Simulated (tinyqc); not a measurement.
Inside a calculation (part 1 of 2). Method: UKS/LDA (PW92) in the sto-6g basis, for LiH+, spin multiplicity 2. Computed by tinyqc, a small Python program that keeps every step (integrals from PySCF). Settings: charge = 1, multiplicity = 2, basis = sto-6g, energy threshold = 1e-09, iteration cap = 53, orthogonalisation = symmetric, start = random, DIIS depth = 3, method = UKS, functional = lda,pw, grid = [40, 26]. Command: `OMP_NUM_THREADS=1 python tinyqc.py 31205 31206 out.jsonl` (the two numbers bound the seeds that draw the settings). One thread of a shared host (Intel(R) Xeon(R) Processor @ 2.60GHz), about 1 s of CPU time with the checks. Later iterations appear only in the table of the cycle.

## One-electron integrals

Geometry (angstrom):
```
atom         x         y         z
Li    0.000000  0.000000  0.000000
H     0.000000  0.000000  2.647000
```

Basis sto-6g: exponents (1/bohr^2) and contraction coefficients of normalised primitives:
```
element  l (shell)    exponent  coefficient
Li           s (1)  167.175846     0.009164
Li           s (1)   30.651508     0.049361
Li           s (1)    8.575187     0.168538
Li           s (1)    2.945808     0.370563
Li           s (1)    1.143944     0.416492
Li           s (1)    0.471139     0.130334
Li           s (2)    6.597564    -0.013253
Li           s (2)    1.305830    -0.046992
Li           s (2)    0.405851    -0.033785
Li           s (2)    0.156146     0.250242
Li           s (2)    0.067814     0.595117
Li           s (2)    0.031084     0.240706
Li           p (3)    6.597564     0.003760
Li           p (3)    1.305830     0.037679
Li           p (3)    0.405851     0.173897
Li           p (3)    0.156146     0.418036
Li           p (3)    0.067814     0.425860
Li           p (3)    0.031084     0.101708
H            s (1)   35.523221     0.009164
H            s (1)    6.513144     0.049361
H            s (1)    1.822143     0.168538
H            s (1)    0.625955     0.370563
H            s (1)    0.243077     0.416492
H            s (1)    0.100112     0.130334
```

Overlap, kinetic and nuclear-attraction integrals over the contracted functions; the nuclear repulsion is the sum of Za Zb / Rab.

nuclear repulsion = 0.59974750 hartree

overlap S, lower triangle:
```
           1Li 1s    1Li 2s   1Li 2px   1Li 2py   1Li 2pz     2H 1s
1Li 1s   1.000000
1Li 2s   0.235742  1.000000
1Li 2px  0.000000  0.000000  1.000000
1Li 2py  0.000000  0.000000  0.000000  1.000000
1Li 2pz  0.000000  0.000000  0.000000  0.000000  1.000000
2H 1s    0.006709  0.175588  0.000000  0.000000  0.263692  1.000000
```

kinetic energy T (hartree), lower triangle:
```
            1Li 1s    1Li 2s   1Li 2px   1Li 2py   1Li 2pz     2H 1s
1Li 1s    3.616742
1Li 2s   -0.110723  0.106524
1Li 2px   0.000000  0.000000  0.320007
1Li 2py   0.000000  0.000000  0.000000  0.320007
1Li 2pz   0.000000  0.000000  0.000000  0.000000  0.320007
2H 1s    -0.003158  0.001580  0.000000  0.000000  0.018613  0.768522
```

nuclear attraction V (hartree), lower triangle:
```
            1Li 1s     1Li 2s    1Li 2px    1Li 2py    1Li 2pz      2H 1s
1Li 1s   -8.267060
1Li 2s   -0.875490  -1.396995
1Li 2px   0.000000   0.000000  -1.381506
1Li 2py   0.000000   0.000000   0.000000  -1.381506
1Li 2pz  -0.006220  -0.066791   0.000000   0.000000  -1.427812
2H 1s    -0.025325  -0.245017   0.000000   0.000000  -0.371672  -1.839291
```

core Hamiltonian H = T + V (hartree), lower triangle:
```
            1Li 1s     1Li 2s    1Li 2px    1Li 2py    1Li 2pz      2H 1s
1Li 1s   -4.650318
1Li 2s   -0.986213  -1.290471
1Li 2px   0.000000   0.000000  -1.061498
1Li 2py   0.000000   0.000000   0.000000  -1.061498
1Li 2pz  -0.006220  -0.066791   0.000000   0.000000  -1.107805
2H 1s    -0.028483  -0.243437   0.000000   0.000000  -0.353059  -1.070769
```

## Two-electron integrals

Functions are numbered as in S; the eight-fold symmetry (ij|kl) = (ji|kl) = (kl|ij) leaves the list below.

Two-electron integrals (ij|kl) in chemists' order, unique and non-zero (hartree):
```
(11|11) 1.681247   (21|11) 0.242603   (21|21) 0.044507   (22|11) 0.397190
(22|21) 0.090279   (22|22) 0.290625   (31|31) 0.009437   (32|31) 0.014261
(32|32) 0.064236   (33|11) 0.397190   (33|21) 0.090279   (33|22) 0.290625
(33|33) 0.313125   (41|41) 0.009437   (42|41) 0.014261   (42|42) 0.064236
(43|43) 0.016875   (44|11) 0.397190   (44|21) 0.090279   (44|22) 0.290625
(44|33) 0.279374   (44|44) 0.313125   (51|51) 0.009437   (52|51) 0.014261
(52|52) 0.064236   (53|53) 0.016875   (54|54) 0.016875   (55|11) 0.397190
(55|21) 0.090279   (55|22) 0.290625   (55|33) 0.279374   (55|44) 0.279374
(55|55) 0.313125   (61|11) 0.006614   (61|21) 0.001202   (61|22) 0.002518
(61|33) 0.002481   (61|44) 0.002481   (61|51) 0.000161   (61|52) 0.000350
(61|55) 0.002592   (61|61) 0.000036   (62|11) 0.044871   (62|21) 0.010491
(62|22) 0.040218   (62|33) 0.037876   (62|44) 0.037876   (62|51) 0.001550
(62|52) 0.012487   (62|55) 0.044902   (62|61) 0.000354   (62|62) 0.013320
(63|31) 0.000496   (63|32) 0.002997   (63|53) 0.001415   (63|63) 0.000527
(64|41) 0.000496   (64|42) 0.002997   (64|54) 0.001415   (64|64) 0.000527
(65|11) 0.064369   (65|21) 0.015114   (65|22) 0.059084   (65|33) 0.055189
(65|44) 0.055189   (65|51) 0.002426   (65|52) 0.019621   (65|55) 0.066874
(65|61) 0.000519   (65|62) 0.020852   (65|65) 0.032762   (66|11) 0.199907
(66|21) 0.047122   (66|22) 0.195515   (66|33) 0.181403   (66|44) 0.181403
(66|51) 0.006210   (66|52) 0.064376   (66|55) 0.223740   (66|61) 0.001589
(66|62) 0.089920   (66|65) 0.143726   (66|66) 0.774999
```

## Orthogonalisation

S = U s U^T; symmetric (Loewdin) form X = U s^(-1/2) U^T, so that X^T S X = 1.

eigenvalues of S: 0.649318  0.821234  1.000000  1.000000  1.172867  1.356581

X, lower triangle:
```
            1Li 1s     1Li 2s   1Li 2px   1Li 2py    1Li 2pz     2H 1s
1Li 1s    1.022101
1Li 2s   -0.124321   1.035113
1Li 2px   0.000000   0.000000  1.000000
1Li 2py   0.000000   0.000000  0.000000  1.000000
1Li 2pz  -0.003133   0.019421  0.000000  0.000000   1.028179
2H 1s     0.013778  -0.096641  0.000000  0.000000  -0.140926  1.041032
```

## Starting guess

The start is random orthonormal orbitals; D(s) = C_occ C_occ^T for each spin.

D(alpha) at the start, lower triangle:
```
            1Li 1s     1Li 2s    1Li 2px    1Li 2py    1Li 2pz     2H 1s
1Li 1s    0.518026
1Li 2s    0.197586   0.103652
1Li 2px  -0.217161   0.017305   0.445486
1Li 2py  -0.103523   0.063051   0.406351   0.392350
1Li 2pz   0.281473   0.142795   0.007434   0.072189   0.197327
2H 1s    -0.307083  -0.208230  -0.193746  -0.268846  -0.280972  0.475427
```

D(beta) at the start, lower triangle:
```
            1Li 1s     1Li 2s    1Li 2px    1Li 2py    1Li 2pz     2H 1s
1Li 1s    0.471783
1Li 2s    0.214464   0.097492
1Li 2px  -0.075597  -0.034365   0.012113
1Li 2py   0.030828   0.014014  -0.004940   0.002014
1Li 2pz   0.299582   0.136185  -0.048004   0.019576   0.190235
2H 1s    -0.390829  -0.177664   0.062625  -0.025538  -0.248176  0.323765
```

## Iteration 1: exchange-correlation on the grid

Becke grid with 40 radial and 26 angular points per atom, points of zero weight dropped. rho = sum D_ij phi_i phi_j; V_xc,ij = sum w v_xc phi_i phi_j; v_xc is d(rho eps)/d rho(s) for spin s.

The 12 grid points with the largest w rho, of 2062 (bohr, atomic units):
```
x                  y         z         w  rho(alpha)  rho(beta)     eps_xc  v_xc(alpha)
2.116506    2.116506  0.000000  1.739042    0.007121   0.000145  -0.197639    -0.261645
1.843669    1.843669  0.000000  1.193510    0.010001   0.000231  -0.219899    -0.291528
2.417862    2.417862  0.000000  2.504575    0.004715   0.000091  -0.173605    -0.229562
-2.116506  -2.116506  0.000000  1.739042    0.006231   0.000407  -0.188919    -0.252299
-1.843669  -1.843669  0.000000  1.193510    0.008882   0.000616  -0.211015    -0.282397
-2.417862  -2.417862  0.000000  2.504575    0.004096   0.000260  -0.165746    -0.220941
1.597194    1.597194  0.000000  0.808087    0.013058   0.000380  -0.239013    -0.317558
1.728120    1.728120  1.728120  1.462317    0.006164   0.001058  -0.188381    -0.254874
2.750219    2.750219  0.000000  3.571951    0.002886   0.000054  -0.148794    -0.196542
1.505349    1.505349  1.505349  1.005964    0.008816   0.001605  -0.210434    -0.285563
-1.597194  -1.597194  0.000000  0.808087    0.011937   0.000932  -0.231342    -0.310459
0.000000    0.000000  0.663297  0.037140    0.137041   0.131431  -0.537167    -0.707230
```

electrons on the grid, sum of w rho = 3.015046

E_xc = sum of w rho eps_xc = -1.11417234 hartree

V_xc(alpha) (hartree), lower triangle:
```
            1Li 1s     1Li 2s    1Li 2px    1Li 2py    1Li 2pz      2H 1s
1Li 1s   -0.869525
1Li 2s   -0.112612  -0.196918
1Li 2px   0.004765   0.005845  -0.202418
1Li 2py   0.000596  -0.004621  -0.028654  -0.199232
1Li 2pz  -0.010538  -0.027524   0.002105  -0.004546  -0.189117
2H 1s    -0.003311  -0.039277   0.000523  -0.000056  -0.060592  -0.366406
```

V_xc(beta) (hartree), lower triangle:
```
            1Li 1s     1Li 2s    1Li 2px    1Li 2py    1Li 2pz      2H 1s
1Li 1s   -0.844748
1Li 2s   -0.105373  -0.165213
1Li 2px   0.003483   0.007403  -0.165319
1Li 2py  -0.001017  -0.004623  -0.013274  -0.163878
1Li 2pz  -0.012138  -0.032327   0.004499  -0.003264  -0.166459
2H 1s    -0.003164  -0.035592   0.000529  -0.000115  -0.055137  -0.333614
```

## Iteration 1: building the Kohn-Sham matrix

J_ij = sum D_kl (ij|kl) with D = D(alpha) + D(beta); F = H + J + V_xc; E = tr D H + tr D J / 2 + E_xc + E_nn.

Coulomb J (hartree), lower triangle:
```
            1Li 1s     1Li 2s    1Li 2px   1Li 2py   1Li 2pz     2H 1s
1Li 1s    2.484040
1Li 2s    0.418761   0.945406
1Li 2px  -0.006142  -0.011328   0.941608
1Li 2py   0.000534   0.006063   0.013548  0.939474
1Li 2pz   0.019899   0.072973  -0.001740  0.002264  0.955137
2H 1s     0.011942   0.158610  -0.000645  0.000339  0.238132  0.956078
```

F(alpha) (hartree), lower triangle:
```
            1Li 1s     1Li 2s    1Li 2px    1Li 2py    1Li 2pz      2H 1s
1Li 1s   -3.035803
1Li 2s   -0.680065  -0.541983
1Li 2px  -0.001377  -0.005483  -0.322308
1Li 2py   0.001130   0.001441  -0.015107  -0.321257
1Li 2pz   0.003140  -0.021342   0.000365  -0.002282  -0.341784
2H 1s    -0.019852  -0.124103  -0.000123   0.000283  -0.175519  -0.481096
```

F(beta) (hartree), lower triangle:
```
            1Li 1s     1Li 2s    1Li 2px    1Li 2py    1Li 2pz      2H 1s
1Li 1s   -3.011025
1Li 2s   -0.672825  -0.510278
1Li 2px  -0.002659  -0.003925  -0.285209
1Li 2py  -0.000483   0.001440   0.000273  -0.285902
1Li 2pz   0.001541  -0.026145   0.002758  -0.001000  -0.319126
2H 1s    -0.019704  -0.120419  -0.000117   0.000224  -0.170064  -0.448304
```

total energy of this density = -5.51301683 hartree

## Iteration 1: diagonalisation and new density

Diagonalise F' = X^T F X, C = X C', fill 2 alpha and 1 beta electrons from the bottom; D(s) = C_occ C_occ^T. Each column has its largest component positive (the first on a tie).

F' = X^T F X (alpha) (hartree), lower triangle:
```
           1          2          3          4          5          6
1  -3.007273
2  -0.275033  -0.433088
3  -0.000729  -0.005485  -0.322308
4   0.000987   0.001280  -0.015107  -0.321257
5   0.003420  -0.008828   0.000290  -0.002362  -0.320371
6   0.007207  -0.044141   0.000332   0.000493  -0.072363  -0.456694
```

orbital energies (alpha) (hartree): MO1 -3.036336, MO2 -0.507308, MO3 -0.385905, MO4 -0.336816, MO5 -0.306491, MO6 -0.288132

coefficients C (alpha):
```
               MO1        MO2        MO3        MO4        MO5        MO6
1Li 1s    1.003375  -0.080206  -0.214600   0.010904  -0.014512  -0.027739
1Li 2s   -0.014819   0.339846   0.975871  -0.048909   0.070162   0.145871
1Li 2px   0.000477   0.009552   0.078749   0.710700  -0.698552   0.025253
1Li 2py  -0.000409   0.000436  -0.004230   0.700447   0.709298  -0.079075
1Li 2pz  -0.001898   0.245988  -0.180494   0.045020   0.064570   0.988996
2H 1s     0.002633   0.795618  -0.398951  -0.005591  -0.060144  -0.563304
```

F' = X^T F X (beta) (hartree), lower triangle:
```
           1          2          3          4          5          6
1  -2.982734
2  -0.274455  -0.401222
3  -0.002240  -0.003668  -0.285209
4  -0.000666   0.001509   0.000273  -0.285902
5   0.002331  -0.013330   0.002785  -0.001030  -0.297538
6   0.007481  -0.045675  -0.000168   0.000229  -0.073975  -0.422886
```

orbital energies (beta) (hartree): MO1 -3.011596, MO2 -0.478553, MO3 -0.351752, MO4 -0.285994, MO5 -0.285137, MO6 -0.262458

coefficients C (beta):
```
               MO1        MO2        MO3        MO4        MO5        MO6
1Li 1s    1.003489  -0.083152  -0.213545  -0.010860   0.010758  -0.024631
1Li 2s   -0.015330   0.353938   0.973950   0.051401  -0.054917   0.129952
1Li 2px   0.000958   0.002632   0.055834  -0.333850   0.935439   0.101848
1Li 2py   0.000185  -0.002348  -0.024463   0.939086   0.340723  -0.037699
1Li 2pz  -0.001319   0.272115  -0.181661   0.062300  -0.074416   0.980271
2H 1s     0.002568   0.775177  -0.407982  -0.055833   0.065574  -0.581691
```

D(alpha) after iteration 1, lower triangle:
```
            1Li 1s    1Li 2s   1Li 2px   1Li 2py   1Li 2pz     2H 1s
1Li 1s    1.013194
1Li 2s   -0.042126  0.115715
1Li 2px  -0.000287  0.003239  0.000091
1Li 2py  -0.000445  0.000154  0.000004  0.000000
1Li 2pz  -0.021634  0.083626  0.002349  0.000108  0.060514
2H 1s    -0.061171  0.270349  0.007601  0.000346  0.195707  0.633016
```

D(beta) after iteration 1, lower triangle:
```
            1Li 1s     1Li 2s    1Li 2px   1Li 2py    1Li 2pz     2H 1s
1Li 1s    1.006990
1Li 2s   -0.015383   0.000235
1Li 2px   0.000961  -0.000015   0.000001
1Li 2py   0.000186  -0.000003   0.000000  0.000000
1Li 2pz  -0.001324   0.000020  -0.000001  0.000000   0.000002
2H 1s     0.002577  -0.000039   0.000002  0.000000  -0.000003  0.000007
```

## Iteration 2: exchange-correlation on the grid

As before.

The 12 grid points with the largest w rho, of 2062 (bohr, atomic units):
```
x                  y          z         w  rho(alpha)  rho(beta)     eps_xc  v_xc(alpha)
0.000000    0.000000   3.419373  1.390555    0.014101   5.39e-08  -0.246208    -0.324397
0.000000    0.000000   3.889396  0.479306    0.032666   5.20e-10  -0.321680    -0.424302
0.000000    0.000000  -0.532262  0.020560    0.357734   0.354944  -0.728132    -0.957128
0.532262    0.000000   0.000000  0.020560    0.355335   0.354898  -0.727347    -0.955275
0.000000   -0.532262   0.000000  0.020560    0.355379   0.354746  -0.727312    -0.955298
0.000000    0.532262   0.000000  0.020560    0.355265   0.354795  -0.727291    -0.955214
-0.532262   0.000000   0.000000  0.020560    0.355312   0.354643  -0.727257    -0.955238
0.000000    0.000000   0.532262  0.020560    0.354500   0.354599  -0.726983    -0.954608
0.000000    0.000000  -0.420202  0.010895    0.655101   0.650371  -0.880604    -1.159142
0.420202    0.000000   0.000000  0.010895    0.652034   0.650317  -0.879938    -1.157548
0.000000   -0.420202   0.000000  0.010895    0.652109   0.650138  -0.879916    -1.157579
0.000000    0.420202   0.000000  0.010895    0.651973   0.650196  -0.879899    -1.157511
```

electrons on the grid, sum of w rho = 2.997952

E_xc = sum of w rho eps_xc = -1.86050176 hartree

V_xc(alpha) (hartree), lower triangle:
```
            1Li 1s     1Li 2s    1Li 2px    1Li 2py    1Li 2pz      2H 1s
1Li 1s   -1.040820
1Li 2s   -0.118178  -0.128354
1Li 2px  -0.000116  -0.001413  -0.122705
1Li 2py   0.000004  -0.000051   0.000000  -0.122710
1Li 2pz  -0.002844  -0.046090   0.000188   0.000004  -0.139663
2H 1s    -0.003409  -0.047182  -0.000048  -0.000002  -0.075332  -0.433775
```

V_xc(beta) (hartree), lower triangle:
```
            1Li 1s     1Li 2s    1Li 2px    1Li 2py    1Li 2pz      2H 1s
1Li 1s   -1.038956
1Li 2s   -0.116298  -0.106521
1Li 2px  -0.000073  -0.000912  -0.104800
1Li 2py  -0.000004  -0.000041  -0.000003  -0.104790
1Li 2pz  -0.001248  -0.025900   0.000283   0.000014  -0.109989
2H 1s    -0.003250  -0.024742  -0.000020   0.000000  -0.038215  -0.186347
```

## Iteration 2: building the Kohn-Sham matrix

As before.

Coulomb J (hartree), lower triangle:
```
           1Li 1s    1Li 2s   1Li 2px   1Li 2py   1Li 2pz     2H 1s
1Li 1s   3.613873
1Li 2s   0.542198  1.011663
1Li 2px  0.000112  0.000479  0.999266
1Li 2py  0.000000  0.000014  0.000000  0.999263
1Li 2pz  0.007653  0.065232  0.000101  0.000005  1.036465
2H 1s    0.015119  0.171085  0.000035  0.000001  0.257391  1.040413
```

F(alpha) (hartree), lower triangle:
```
            1Li 1s     1Li 2s    1Li 2px    1Li 2py    1Li 2pz      2H 1s
1Li 1s   -2.077264
1Li 2s   -0.562194  -0.407162
1Li 2px  -0.000004  -0.000934  -0.184937
1Li 2py   0.000004  -0.000037   0.000000  -0.184945
1Li 2pz  -0.001412  -0.047649   0.000289   0.000009  -0.211002
2H 1s    -0.016772  -0.119534  -0.000013  -0.000001  -0.171001  -0.464131
```

F(beta) (hartree), lower triangle:
```
            1Li 1s     1Li 2s    1Li 2px    1Li 2py    1Li 2pz      2H 1s
1Li 1s   -2.075401
1Li 2s   -0.560314  -0.385329
1Li 2px   0.000039  -0.000433  -0.167032
1Li 2py  -0.000005  -0.000027  -0.000002  -0.167025
1Li 2pz   0.000184  -0.027459   0.000384   0.000018  -0.181329
2H 1s    -0.016613  -0.097094   0.000015   0.000001  -0.133883  -0.216703
```

total energy of this density = -7.57421293 hartree

## Iteration 2: DIIS over 2 matrices

error matrix X^T (FDS - SDF) X (alpha):
```
           1          2          3          4          5          6
1   0.000000   0.086468  -0.001171   0.000748  -0.008167  -0.040570
2  -0.086468   0.000000  -0.000898   0.000087   0.003387   0.028202
3   0.001171   0.000898   0.000000   0.000000   0.000731   0.002306
4  -0.000748  -0.000087   0.000000   0.000000   0.000032   0.000110
5   0.008167  -0.003387  -0.000731  -0.000032   0.000000   0.019348
6   0.040570  -0.028202  -0.002306  -0.000110  -0.019348   0.000000
```

B (overlaps of the stored error matrices):
```
                1               2
1   7.1631331e+00  -2.6023769e-01
2  -2.6023769e-01   4.1109158e-02
```

Minimise |sum c_i e_i|^2 with sum c_i = 1: solve [B -1; -1 0][c; lambda] = [0; -1] with B_ij = tr e_i^T e_j summed over both spins, and take F = sum c_i F_i.

DIIS coefficients: 0.039011  0.960989

extrapolated F(alpha) (hartree), lower triangle:
```
            1Li 1s     1Li 2s    1Li 2px    1Li 2py    1Li 2pz      2H 1s
1Li 1s   -2.114658
1Li 2s   -0.566792  -0.412422
1Li 2px  -0.000057  -0.001111  -0.190296
1Li 2py   0.000048   0.000021  -0.000589  -0.190263
1Li 2pz  -0.001234  -0.046623   0.000292  -0.000080  -0.216104
2H 1s    -0.016892  -0.119712  -0.000017   0.000010  -0.171177  -0.464793
```

extrapolated F(beta) (hartree), lower triangle:
```
            1Li 1s     1Li 2s    1Li 2px    1Li 2py    1Li 2pz      2H 1s
1Li 1s   -2.111900
1Li 2s   -0.564703  -0.390204
1Li 2px  -0.000066  -0.000569  -0.171642
1Li 2py  -0.000023   0.000030   0.000008  -0.171663
1Li 2pz   0.000237  -0.027408   0.000476  -0.000022  -0.186704
2H 1s    -0.016734  -0.098004   0.000009   0.000010  -0.135295  -0.225738
```
